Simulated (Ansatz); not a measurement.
Species: NH3, charge 1, doublet. NH3+ (parent SMILES N, doublet).
B3LYP-D3(BJ)/def2-TZVP minimum from Ansatz (a program for electronic structure):
```
N
H 1 1.0255
H 1 1.0255 2 120.00
H 1 1.0255 2 120.00 3 -180.00
```
Charge +1, spin multiplicity 2.

Hartree-Fock and CCSD(T) correlation energies in hartree (Ansatz). Radicals and triplets start from unrestricted determinants; spin-orbit coupling is neglected. Correlated methods leave the cores frozen. No relativity.

| basis | X | E(HF) | E(corr, CCSD(T)) |
|---|---|---|---|
| cc-pVTZ | 3 | -55.90310 | -0.20232 |
| cc-pVQZ | 4 | -55.90687 | -0.21349 |
| cc-pV5Z | 5 | -55.90784 | withheld |

### Question
Fit E(corr) = E∞ + A/X³ to X = 3 and 4, predict X = 5, and compare with the run.

### Answer
A = (-0.20232 - (-0.21349))/(1/27 - 1/64) = 0.5217; E∞ = -0.21349 - A/64 = -0.22164; at X = 5, E∞ + A/125 = -0.21747. The run gave -0.21698, 0.49 mEh above the prediction. The same form on X = 4 and 5 gives E∞ = -0.22064, 1.00 mEh above the first estimate.
